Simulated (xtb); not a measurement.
xtb input (GFN1-xTB):

```bash
xtb mol.xyz --gfn 1 --sp --chrg 1 --uhf 0
```
mol.xyz:
```
2

C     -0.00000000    -0.00000000    -0.63123354
N      0.00000000     0.00000000     0.54105732
```

Output:

```
           -------------------------------------------------
          |                Calculation Setup                |
           -------------------------------------------------

           -------------------------------------------------
          |                 G F N 1 - x T B                 |
           -------------------------------------------------

        Reference                      10.1021/acs.jctc.7b00118
      * Hamiltonian:
        H0-scaling (s, p, d)           1.850000    2.250000    2.000000
        zeta-weighting                 0.000000
      * Dispersion:
        s8                             2.400000
        a1                             0.630000
        a2                             5.000000
        s9                             0.000000
      * Repulsion:
        kExp                           1.500000
        rExp                           1.000000
      * Coulomb:
        alpha                          2.000000
        third order                    atomic
        anisotropic                    false
      * Halogen bond correction:
        rad-scale                      1.300000
        damping                        0.440000

          ...................................................
          :                      SETUP                      :
          :.................................................:
          :  # basis functions                   8          :
          :  # atomic orbitals                   8          :
          :  # shells                            4          :
          :  # electrons                         8          :
          :  # halogen bonds                     0          :
          :  max. iterations                   250          :
          :  Hamiltonian                  GFN1-xTB          :
          :  restarted?                      false          :
          :  GBSA solvation                  false          :
          :  PC potential                    false          :
          :  electronic temp.          300.0000000     K    :
          :  accuracy                    1.0000000          :
          :  -> integral cutoff          0.2500000E+02      :
          :  -> integral neglect         0.1000000E-07      :
          :  -> SCF convergence          0.1000000E-05 Eh   :
          :  -> wf. convergence          0.2000000E-04 e    :
          :  Broyden damping             0.4000000          :
          :  net charge                          1          :
          :  unpaired electrons                  0          :
          ...................................................

 iter      E             dE          RMSdq      gap      omega  full diag
   1     -4.4035429 -0.440354E+01  0.951E+00    1.85       0.0  T
   2     -3.9751258  0.428417E+00  0.143E+01    3.28       1.0  T
   3     -4.5573490 -0.582223E+00  0.290E+00    1.99       1.0  T
   4     -4.5443250  0.130240E-01  0.251E+00    1.87       1.0  T
   5     -4.5601883 -0.158633E-01  0.646E-01    1.97       1.0  T
   6     -4.5613893 -0.120101E-02  0.350E-02    1.94       2.0  T
   7     -4.5613924 -0.311053E-05  0.914E-03    1.94       7.7  T
   8     -4.5613927 -0.233699E-06  0.224E-03    1.94      31.5  T
   9     -4.5613927 -0.152884E-07  0.295E-05    1.94    2396.0  T
  10     -4.5613927 -0.257661E-11  0.267E-08    1.94  100000.0  T

   *** convergence criteria satisfied after 10 iterations ***

         #    Occupation            Energy/Eh            Energy/eV
      -------------------------------------------------------------
         1        2.0000           -1.1894844             -32.3675
         2        2.0000           -0.9860333             -26.8313
         3        2.0000           -0.9436399             -25.6777
         4        2.0000           -0.9436399             -25.6777 (HOMO)
         5                         -0.8722478             -23.7351 (LUMO)
         6                         -0.6857237             -18.6595
         7                         -0.6857237             -18.6595
         8                          0.4926592              13.4059
      -------------------------------------------------------------
                  HL-Gap            0.0713921 Eh            1.9427 eV
             Fermi-level           -0.9079438 Eh          -24.7064 eV

 SCC (total)                   0 d,  0 h,  0 min,  0.002 sec
 SCC setup                      ...        0 min,  0.000 sec (  5.462%)
 Dispersion                     ...        0 min,  0.000 sec (  1.787%)
 classical contributions        ...        0 min,  0.000 sec (  0.752%)
 integral evaluation            ...        0 min,  0.000 sec ( 21.569%)
 iterations                     ...        0 min,  0.001 sec ( 48.197%)
 molecular gradient             ...        0 min,  0.000 sec ( 15.892%)
 printout                       ...        0 min,  0.000 sec (  5.755%)

         :::::::::::::::::::::::::::::::::::::::::::::::::::::
         ::                     SUMMARY                     ::
         :::::::::::::::::::::::::::::::::::::::::::::::::::::
         :: total energy              -4.480313188586 Eh    ::
         :: gradient norm              0.184815311488 Eh/a0 ::
         :: HOMO-LUMO gap              1.942677920556 eV    ::
         ::.................................................::
         :: SCC energy                -4.561392667374 Eh    ::
         :: -> electrostatic           0.216002899042 Eh    ::
         :: repulsion energy           0.081275704461 Eh    ::
         :: dispersion energy         -0.000196225674 Eh    ::
         :: halogen bond corr.         0.000000000000 Eh    ::
         :: add. restraining           0.000000000000 Eh    ::
         :: total charge               1.000000000000 e     ::
         :::::::::::::::::::::::::::::::::::::::::::::::::::::

           -------------------------------------------------
          |                Property Printout                |
           -------------------------------------------------

    * Orbital Energies and Occupations

         #    Occupation            Energy/Eh            Energy/eV
      -------------------------------------------------------------
         1        2.0000           -1.1894844             -32.3675
         2        2.0000           -0.9860333             -26.8313
         3        2.0000           -0.9436399             -25.6777
         4        2.0000           -0.9436399             -25.6777 (HOMO)
         5                         -0.8722478             -23.7351 (LUMO)
         6                         -0.6857237             -18.6595
         7                         -0.6857237             -18.6595
         8                          0.4926592              13.4059
      -------------------------------------------------------------
                  HL-Gap            0.0713921 Eh            1.9427 eV
             Fermi-level           -0.9079438 Eh          -24.7064 eV

  Mulliken/CM5 charges         n(s)   n(p)   n(d)
     1C     0.64895  0.76224   1.197  2.154  0.000
     2N     0.35105  0.23776   1.599  3.050  0.000

Wiberg/Mayer (AO) data.
largest (>0.10) Wiberg bond orders for each atom

 ---------------------------------------------------------------------------
     #   Z sym  total        # sym  WBO       # sym  WBO       # sym  WBO
 ---------------------------------------------------------------------------
     1   6 C    3.524 --     2 N    3.524
     2   7 N    3.524 --     1 C    3.524
 ---------------------------------------------------------------------------

Topologies differ in total number of bonds
Writing topology from bond orders to xtbtopo.mol

 dipole moment from electron density (au)
     X       Y       Z
   0.0000   0.0000  -0.8504  total (Debye):    2.162

           -------------------------------------------------
Note: The following floating-point exceptions are signalling: IEEE_DENORMAL
normal termination of xtb
          | TOTAL ENERGY               -4.480313188586 Eh   |
          | GRADIENT NORM               0.184815311488 Eh/α |
          | HOMO-LUMO GAP               1.942677920556 eV   |
           -------------------------------------------------

------------------------------------------------------------------------
------------------------------------------------------------------------
 total:
 SCF:
```
